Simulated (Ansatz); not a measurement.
The inner images of a band of C4H9NO (15 atoms, charge 0, multiplicity 1) are given out of order.

Level of theory: RKS PBE/6-31G in Ansatz 0.2.0.

Initial state:

```xyz
15
Properties=species:S:1:pos:R:3
C -1.490 0.014 -0.658
C -0.147 -0.403 -0.072
N -0.108 -1.783 0.220
C 0.451 0.542 1.013
C 1.351 1.159 -0.078
O 0.980 0.090 -1.061
H -1.670 -0.521 -1.607
H -1.492 1.093 -0.877
H -2.312 -0.214 0.042
H -0.566 -2.404 -0.446
H 0.783 -2.139 0.563
H -0.274 1.205 1.512
H 1.007 -0.020 1.780
H 1.031 2.160 -0.420
H 2.436 1.171 0.119
```

Final state:

```xyz
15
Properties=species:S:1:pos:R:3
C -1.498 0.009 -0.656
C -0.150 -0.399 -0.075
N -0.101 -1.779 0.216
C 0.447 0.546 1.011
C 1.358 1.154 -0.076
O 0.970 0.100 -1.068
H -1.680 -0.528 -1.603
H -1.507 1.088 -0.876
H -2.315 -0.223 0.049
H 0.794 -2.127 0.559
H -0.552 -2.404 -0.451
H -0.279 1.217 1.497
H 0.991 -0.014 1.789
H 1.058 2.164 -0.410
H 2.443 1.146 0.123
```

Task: Put them in order from the first end to the last, with their energies above the first end.
A.
```xyz
15
Properties=species:S:1:pos:R:3
C -1.597 -0.041 -0.618
C -0.195 -0.341 -0.109
N -0.024 -1.723 0.157
C 0.403 0.597 0.983
C 1.443 1.084 -0.050
O 0.839 0.252 -1.138
H -1.786 -0.588 -1.559
H -1.711 1.034 -0.823
H -2.347 -0.355 0.128
H -0.305 -2.357 -0.591
H 0.858 -1.989 0.593
H -0.303 1.367 1.331
H 0.801 0.062 1.860
H 1.415 2.160 -0.293
H 2.487 0.788 0.158
```
B.
```xyz
15
Properties=species:S:1:pos:R:3
C -1.644 -0.052 -0.577
C -0.205 -0.297 -0.143
N 0.075 -1.683 0.034
C 0.404 0.621 0.962
C 1.473 1.050 -0.071
O 0.743 0.360 -1.183
H -1.843 -0.597 -1.516
H -1.850 1.017 -0.736
H -2.323 -0.451 0.197
H 0.185 -2.256 -0.795
H 0.424 -2.051 0.906
H -0.275 1.437 1.256
H 0.768 0.109 1.867
H 1.572 2.130 -0.268
H 2.474 0.612 0.096
```
C.
```xyz
15
Properties=species:S:1:pos:R:3
C -1.584 -0.055 -0.582
C -0.174 -0.342 -0.087
N 0.002 -1.727 0.181
C 0.420 0.635 0.982
C 1.457 1.094 -0.063
O 0.864 0.206 -1.121
H -1.750 -0.567 -1.546
H -1.726 1.024 -0.743
H -2.333 -0.412 0.146
H 0.972 -2.041 0.194
H -0.618 -2.369 -0.310
H -0.290 1.412 1.307
H 0.817 0.117 1.868
H 1.417 2.157 -0.353
H 2.504 0.817 0.157
```
D.
```xyz
15
Properties=species:S:1:pos:R:3
C -1.610 -0.075 -0.521
C -0.167 -0.308 -0.087
N 0.130 -1.703 0.142
C 0.430 0.691 0.969
C 1.493 1.067 -0.081
O 0.813 0.220 -1.133
H -1.793 -0.597 -1.475
H -1.812 0.998 -0.664
H -2.313 -0.466 0.238
H 0.878 -2.058 -0.451
H -0.662 -2.334 0.242
H -0.251 1.512 1.243
H 0.795 0.184 1.873
H 1.538 2.125 -0.387
H 2.511 0.694 0.122
```
E.
```xyz
15
Properties=species:S:1:pos:R:3
C -1.625 -0.099 -0.510
C -0.161 -0.271 -0.119
N 0.283 -1.650 0.070
C 0.434 0.682 0.965
C 1.501 1.059 -0.089
O 0.731 0.340 -1.173
H -1.821 -0.634 -1.456
H -1.878 0.964 -0.652
H -2.286 -0.519 0.270
H 0.434 -2.128 -0.823
H -0.296 -2.198 0.712
H -0.236 1.514 1.233
H 0.796 0.170 1.867
H 1.616 2.127 -0.333
H 2.486 0.591 0.069
```

Result: A (+0.03 eV), B (+0.28 eV), E (+0.33 eV), D (+0.26 eV), C (+0.07 eV).

The run took 11 min on 1 thread of Intel(R) Xeon(R) Processor @ 2.70GHz (shared host), peak memory 0.16 GiB.
